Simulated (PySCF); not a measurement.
**C₂H₂FO−, cut into parts across a bond: interaction energy**

One table from this session's results is given with a row withheld; the runs are named, their logs left out.

Computed with PySCF 2.14.0; each step states its level. No surroundings beyond the atoms listed, unless a continuum is named. Atoms count from 0, parts from 1.

### The system as given

6 atoms, charge -1, multiplicity 1; geometry: GFN2-xTB. Parts: 1 = atoms 0–3, `C#CF`, charge 0; 2 = atoms 4–5, `[OH-]`, charge -1. In the given geometry C1 and O4 of different parts are bonded (1.46 Å), so values for the parts refer to these atom groups.

The first run:

The job: settings as JSON, then the geometry in Å.

```
{"job": {"xc": "PBE0", "basis": "def2-TZVPD", "d3": "d3bj", "grid": 3, "kind": "geom", "shake": 0.01}, "charge": -1, "multiplicity": 1, "parts": [{"atoms": "0-3", "charge": 0, "multiplicity": 1}, {"atoms": "4-5", "charge": -1, "multiplicity": 1}]}
C     -0.524935     0.128498    -0.261389
C      0.395088    -0.281660     0.502168
F      1.756386    -0.058450     0.142118
H     -1.516511    -0.076777     0.143347
O      0.488770    -1.018883     1.759440
H      1.319553    -0.736747     2.168598
```

The run is started by

```
> OMP_NUM_THREADS=1 python cluster_run.py task.json out
```

The driver reads the jobs from task.json and runs them one after another.

Steps of the session up to this table: Relaxing the molecule at PBE0-D3(BJ)/def2-TZVPD; Coupled-cluster interaction energy: CCSD(T) and MP2, 1.40 Å; Coupled-cluster interaction energy: CCSD(T) and MP2, 1.47 Å; Coupled-cluster interaction energy: CCSD(T) and MP2, 1.54 Å; Coupled-cluster interaction energy: CCSD(T) and MP2, 1.33 Å; Coupled-cluster interaction energy: CCSD(T) and MP2, 1.75 Å; Coupled-cluster interaction energy: CCSD(T) and MP2, 1.26 Å; Coupled-cluster interaction energy: CCSD(T) and MP2, 2.10 Å; Coupled-cluster interaction energy: CCSD(T) and MP2, 2.80 Å.

One table of the session follows, with a row left open; its other results are not shown here.

It belongs to the step «Coupled-cluster interaction energy: CCSD(T) and MP2, 2.80 Å». 

| method | interaction energy (kcal/mol) |
| --- | --- |
| HF/aug-cc-pVDZ | -18.63 |
| MP2/aug-cc-pVDZ | -19.94 |
| CCSD/aug-cc-pVDZ | -17.73 |
| CCSD(T)/aug-cc-pVDZ | -20.19 |
| HF/aug-cc-pVQZ | ? |
| MP2/aug-cc-pVQZ | -19.99 |
| SCS-MP2/aug-cc-pVQZ | -18.74 |
| MP2, extrapolated | -19.98 |
| CCSD(T), limit estimate | -20.23 |

Estimate the missing values for HF/aug-cc-pVQZ.

**Answer.** interaction energy (kcal/mol): -18.47. In the column «interaction energy (kcal/mol)» it lies between HF/aug-cc-pVDZ (-18.63) and CCSD/aug-cc-pVDZ (-17.73).

A test (T1, the size of the triples or of CCSD(T) less MP2, charge moved between the parts) flags this point.

Limits of these values: A test (T1 over 0.02, large triples or CCSD(T) less MP2, charge moved between the parts) flags the points at 1.26, 1.33, 1.75, 2.10, 2.80 Å, so these are not to be taken as benchmarks. The test has hard marks: at 1.47, 1.54 Å, CCSD(T) and MP2 differ by as much as at a flagged point, though the run passes.
